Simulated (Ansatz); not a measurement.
## Structure relaxation of Mg

These are results of Ansatz, DFT r2SCAN, scalar-relativistic, plane waves, PAW, not measurements. Cutoff 500 eV, Γ-centred k mesh, Gaussian smearing, no spin polarisation in the final step.

The start puts Mg on the omega structure type (P6/mmm, No. 191), at a guessed volume.

```xyz
3
Lattice="5.2784 0.0000 0.0000 -2.6392 4.5712 0.0000 0.0000 0.0000 3.2359" Properties=species:S:1:pos:R:3 pbc="T T T"
Mg    0.0000    0.0000    0.0000
Mg    0.0000    3.0475    1.6179
Mg    2.6392    1.5237    1.6179
```

Cell and atoms relax at zero pressure; the relaxation can't lower the symmetry of the start.

Energies count from the standard state of Mg at the same level.

Task: What does it relax into?

Result: It keeps P6/mmm (No. 191). The result has the omega structure. Conventional cell: a = 5.078 Å, c = 3.067 Å. Around Mg on Wyckoff site a (1 atom of the primitive cell) lie 2 Mg at 3.07 Å and 12 Mg at 3.31 Å; around Mg on Wyckoff site d (2 atoms of the primitive cell) lie 5 Mg at 2.93–3.07 Å and 6 Mg at 3.31 Å.

Space group P6/mmm (No. 191). a = 5.078 Å, b = 5.078 Å, c = 3.067 Å, α = 90.00°, β = 90.00°, γ = 120.00°
| atom | site | symmetry | x | y | z |
| --- | --- | --- | --- | --- | --- |
| Mg | 1a | 6/mmm | 0.0000 | 0.0000 | 0.0000 |
| Mg | 2d | -6m2 | 0.3333 | 0.6667 | 0.5000 |

Task: What are its volume, energy, density and gap?

Result: The volume per atom is 22.83 Å³. The density is 1.77 g/cm³ and the energy over the standard structure is 0.06 eV/atom. The gap on the 12×12×16 mesh is 0 eV (a metal).

The final run used a 12×12×16 mesh on its 3-atom cell and 0.10 eV smearing. The k mesh leaves about 4 meV/atom of noise in metals. A structure relaxed within its symmetry needn't be a true minimum. The steps took about 2.3 core-minutes in all.